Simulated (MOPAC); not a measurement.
MOPAC input (PM6):

```
PM6 1SCF CHARGE=-1 GEO-OK AUX(PRECISION=9) THREADS=1
C3H6Cl

C     0.90052546 1   -0.56668612 1    0.03712340 1
C     2.39178388 1   -0.21072444 1    0.02785972 1
C     0.08456244 1    0.71356583 1    0.13061417 1
H     0.69681967 1   -1.19993557 1    0.91006203 1
H     0.69360926 1   -1.20636106 1   -0.84731521 1
H     3.02621860 1   -1.10472435 1   -0.00015858 1
Cl   -1.77223671 1    0.11251524 1   -0.02631381 1
H     2.63936733 1    0.39901487 1   -0.84795219 1
H     2.64612132 1    0.37695155 1    0.91395249 1
H     0.16465716 1    1.20536388 1   -0.85483764 1
```

From the last part of the output:

```
                                                       MOPAC v23.2.5 Linux

          FINAL HEAT OF FORMATION =         -2.58653 KCAL/MOL =     -10.82204 KJ/MOL

          COSMO AREA              =        116.72 SQUARE ANGSTROMS
          COSMO VOLUME            =        102.47 CUBIC ANGSTROMS

          IONIZATION POTENTIAL    =          2.220515 EV
          HOMO LUMO ENERGIES (EV) =         -2.221  7.810
          NO. OF FILLED LEVELS    =         13
          MOLECULAR WEIGHT        =         77.5334         POINT GROUP:  C1

          MOLECULAR DIMENSIONS (Angstroms)

            Atom       Atom       Distance
           Cl     7    H     6     4.95051
            H     4    H    10     2.81724
            H     5    H     9     2.62754

          SCF CALCULATIONS        =          1

   ATOM   CHEMICAL          X               Y               Z
  NUMBER   SYMBOL      (ANGSTROMS)     (ANGSTROMS)     (ANGSTROMS)

     1       C          0.90052546  *  -0.56668612  *   0.03712340  *
     2       C          2.39178388  *  -0.21072444  *   0.02785972  *
     3       C          0.08456244  *   0.71356583  *   0.13061417  *
     4       H          0.69681967  *  -1.19993557  *   0.91006203  *
     5       H          0.69360926  *  -1.20636106  *  -0.84731521  *
     6       H          3.02621860  *  -1.10472435  *  -0.00015858  *
     7      Cl         -1.77223671  *   0.11251524  *  -0.02631381  *
     8       H          2.63936733  *   0.39901487  *  -0.84795219  *
     9       H          2.64612132  *   0.37695155  *   0.91395249  *
    10       H          0.16465716  *   1.20536388  *  -0.85483764  *

                             CARTESIAN COORDINATES

   1    C        0.900525460    -0.566686120     0.037123400
   2    C        2.391783880    -0.210724440     0.027859720
   3    C        0.084562440     0.713565830     0.130614170
   4    H        0.696819670    -1.199935570     0.910062030
   5    H        0.693609260    -1.206361060    -0.847315210
   6    H        3.026218600    -1.104724350    -0.000158580
   7   Cl       -1.772236710     0.112515240    -0.026313810
   8    H        2.639367330     0.399014870    -0.847952190
   9    H        2.646121320     0.376951550     0.913952490
  10    H        0.164657160     1.205363880    -0.854837640

           Empirical Formula: C3 H6 Cl  =    10 atoms

      MOLECULAR POINT GROUP   :   C1

                  EIGENVALUES
 -22.79166 -20.88830 -17.64271 -13.82232 -10.80853 -10.02157  -8.63040  -7.76408
  -6.58995  -6.08038  -5.30776  -4.81184  -2.22051   7.80982   9.21782   9.65477
   9.82361  10.72831  10.79668  10.91530  11.64924  12.69080 100.91137 100.92984
 101.08109 101.20112 101.21121

              NET ATOMIC CHARGES AND DIPOLE CONTRIBUTIONS

  ATOM NO.   TYPE          CHARGE      No. of ELECS.   s-Pop       p-Pop       d-Pop
    1          C          -0.283253        4.2833     1.09222     3.19103
    2          C          -0.446118        4.4461     1.08077     3.36535
    3          C          -0.243646        4.2436     1.45291     2.79074
    4          H           0.108562        0.8914     0.89144
    5          H           0.081462        0.9185     0.91854
    6          H           0.101824        0.8982     0.89818
    7         Cl          -0.577918        7.5779     1.99275     5.58083     0.00434
    8          H           0.122347        0.8777     0.87765
    9          H           0.137926        0.8621     0.86207
   10          H          -0.001185        1.0012     1.00119
 DIPOLE           X         Y         Z       TOTAL
 POINT-CHG.     3.125    -0.981     0.107     3.277
 HYBRID         0.180    -1.287    -1.632     2.086
 SUM            3.305    -2.269    -1.524     4.289

          ATOMIC ORBITAL ELECTRON POPULATIONS

     Atom    s        px        py        pz      x^2-y^2     xz        z^2       yz        xy
    1  C   1.09222   0.95966   1.12358   1.10779
    2  C   1.08077   1.08577   1.12568   1.15391
    3  C   1.45291   0.48737   0.93542   1.36795
    4  H   0.89144
    5  H   0.91854
    6  H   0.89818
    7 Cl   1.99275   1.62495   1.96003   1.99585   0.00150   0.00072   0.00070   0.00012   0.00130
    8  H   0.87765
    9  H   0.86207
   10  H   1.00119

 **********************
 *                    *
 * JOB ENDED NORMALLY *
 *                    *
 **********************

 == MOPAC DONE ==
```

The dipole moment of an ion depends on the origin.
